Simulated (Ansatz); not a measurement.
# C₆H₁₂: how energies converge with the basis set

Aim: see how fast density functionals converge with the basis set for C₆H₁₂.

The runs use Ansatz 0.2.0, Gaussian basis; one geometry, several basis sets.

Levels to be run: PBE0-D4/def2-SVP; ωB97M-V/def2-SVP; PBE0-D4/def2-QZVPP; ωB97M-V/def2-QZVPP; the functionals' def2-TZVPP values are taken from earlier runs.

## Step 1: The geometry

An earlier PBE0-D4 in a triple-zeta def2 set relaxation fixed the geometry.

SMILES `CCC=C(C)C`, 18 atoms, charge 0, spin multiplicity 1.

Atoms are counted from 1 here; the program's logs count them from 0.

Bond lengths: C1–C2 1.526 Å, C1–H7 1.093 Å, C1–H8 1.093 Å, C1–H9 1.093 Å, C2–C3 1.493 Å, C2–H10 1.092 Å, C2–H11 1.097 Å, C3–C4 1.334 Å, C3–H12 1.090 Å, C4–C5 1.497 Å, C4–C6 1.496 Å, C5–H13 1.096 Å, C5–H14 1.091 Å, C5–H15 1.096 Å, C6–H16 1.096 Å, C6–H17 1.095 Å, C6–H18 1.089 Å. Angles: C2–C1–H7 111.0°, C2–C1–H8 111.3°, C2–C1–H9 110.8°, H7–C1–H8 107.8°, H7–C1–H9 107.5°, H8–C1–H9 108.2°, C1–C2–C3 112.2°, C1–C2–H10 109.6°, C1–C2–H11 108.8°, C3–C2–H10 111.1°, C3–C2–H11 108.9°, H10–C2–H11 106.1°, C2–C3–C4 128.5°, C2–C3–H12 114.6°, C4–C3–H12 116.9°, C3–C4–C5 120.8°, C3–C4–C6 124.8°, C5–C4–C6 114.4° and more.

## Step 2: PBE0-D4 in def2-SVP

in.yaml

```yaml
crystal:
  periodic: [false, false, false]
  atoms:
    - {symbol: C, position_ang: [-2.231066, -1.209970, -0.511041]}
    - {symbol: C, position_ang: [-0.867943, -1.347315, 0.160132]}
    - {symbol: C, position_ang: [-0.338130, -0.034787, 0.634221]}
    - {symbol: C, position_ang: [0.757320, 0.611330, 0.233156]}
    - {symbol: C, position_ang: [1.123667, 1.938809, 0.821341]}
    - {symbol: C, position_ang: [1.712637, 0.109662, -0.803434]}
    - {symbol: H, position_ang: [-2.954224, -0.741387, 0.161903]}
    - {symbol: H, position_ang: [-2.629563, -2.184376, -0.803823]}
    - {symbol: H, position_ang: [-2.162310, -0.586509, -1.405645]}
    - {symbol: H, position_ang: [-0.168365, -1.829783, -0.525739]}
    - {symbol: H, position_ang: [-0.964249, -2.022156, 1.019760]}
    - {symbol: H, position_ang: [-0.948940, 0.453527, 1.393604]}
    - {symbol: H, position_ang: [2.113102, 1.899808, 1.290508]}
    - {symbol: H, position_ang: [0.401729, 2.261299, 1.572948]}
    - {symbol: H, position_ang: [1.178924, 2.709633, 0.044699]}
    - {symbol: H, position_ang: [2.712813, -0.016270, -0.374471]}
    - {symbol: H, position_ang: [1.814024, 0.840160, -1.613279]}
    - {symbol: H, position_ang: [1.413171, -0.840377, -1.243041]}
basis:
  gaussian: {orbitals: def2-SVP}
hamiltonian: {xc: pbe0, dispersion: d4}
output: {orbitals: {seedname: orbitals}}
```

Started as:

```
$ ansatz run in.yaml --threads 2 --pin off --events-out ev --progress --plain --max-ram 22528MiB --backend cpu
```

The runs that follow: ωB97M-V in def2-SVP; PBE0-D4 in def2-QZVPP; ωB97M-V in def2-QZVPP.

**Question.** What will the summary of the whole plan be? Wanted: PBE0-D4: double and triple zeta above quadruple; ωB97M-V: double and triple zeta above quadruple.

The runs gave:

```
                                       quantity          value
PBE0-D4: double and triple zeta above quadruple  7.26, 0.36 eV
ωB97M-V: double and triple zeta above quadruple  7.71, 0.36 eV
```

In words: PBE0-D4 gains 6.90 eV from double to triple zeta, then 0.36 eV more. These are total energies; as a rule much of such shifts cancels in differences, which this series doesn't test. The LUMO of ωB97M-V is positive and keeps falling with the basis (2.98 to 1.83 eV): an unbound level that the basis holds in place.
